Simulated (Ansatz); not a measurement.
We consider rock-salt BaTe, described by r²SCAN+SOC in Ansatz (plane waves, PAW).

Numerical settings: plane-wave cutoff 560 eV, 8×8×8 k mesh, Fermi–Dirac smearing 0.01 eV, PAW data made under PBE.

Pressure at four volumes; x = ln(V/44.026 Å³). One pressure is withheld.

| V (Å³/atom) | x | P (GPa) |
|---|---|---|
| 41.384 | -0.0619 | ? |
| 42.265 | -0.0408 | 1.366 |
| 44.026 | 0.0000 | 0.001 |
| 46.667 | 0.0583 | -1.569 |

Pass a parabola P(x) through the three rows shown, estimate the bulk modulus and its pressure derivative near zero pressure, and predict the withheld pressure.

Slopes between the rows: (0.001 − (1.366))/(0.0000 − (-0.0408)) = -33.46 and (-1.569 − (0.001))/(0.0583 − (0.0000)) = -26.93 GPa. Their difference over the span 0.0991 is c = 6.53/0.0991 = 65.9 GPa, so P(x) = 1.366 + (-33.46)(x − (-0.0408)) + 65.9 (x − (-0.0408))(x − (0.0000)). At the middle row B = −dP/dx = −[-33.46 + 65.9 × 0.0408] = 30.8 GPa, and B′ = dB/dP = 2c/B = 4.3. At x = -0.0619 the parabola gives 2.158 GPa; the run gives 2.168 GPa. The Birch–Murnaghan fit to the energies at all volumes has B0 = 30.6 GPa and B′ = 4.4.

Ansatz is a quantum-chemistry and plane-wave program.
